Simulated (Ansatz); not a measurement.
Reaction (SMILES): PP (P2H4) + [H][H] (H2) → 2 P (PH3)
B3LYP-D3(BJ)/def2-TZVP geometries, fixed; electronic energies without zero-point terms.

Basis-set convergence of the energy of full hydrogenation at HF with Ansatz (a first-principles code). Cartesian d functions, on some or all atoms, in 6-31G*, 6-31G**; all else is spherical. No added dispersion term, no relativity. Functions are those of the species that has most. Reference: the value in aug-pcseg-3, -11.04 kcal/mol, itself unsure by roughly 0.04 kcal/mol (its mean distance from aug-cc-pV(Q+d)Z, cc-pV(5+d)Z, def2-QZVPPD). Deviations are taken from unrounded values.

| basis | functions | energy of full hydrogenation (kcal/mol) | minus reference (kcal/mol) |
|---|---|---|---|
| 3-21G | 34 | -8.14 | 2.91 |
| 6-31G* | 46 | -11.98 | -0.93 |
| pcseg-1 | 56 | -12.95 | -1.91 |
| 6-31G** | 58 | -11.57 | -0.52 |
| cc-pV(D+d)Z | 66 | -12.47 | -1.42 |
| def2-TZVPD | 122 | -11.03 | 0.01 |
| def2-TZVPP | 140 | -11.13 | -0.09 |
| aug-cc-pV(Q+d)Z | 362 | -11.09 | -0.04 |
| aug-pcseg-3 | 374 | -11.04 | 0.00 |
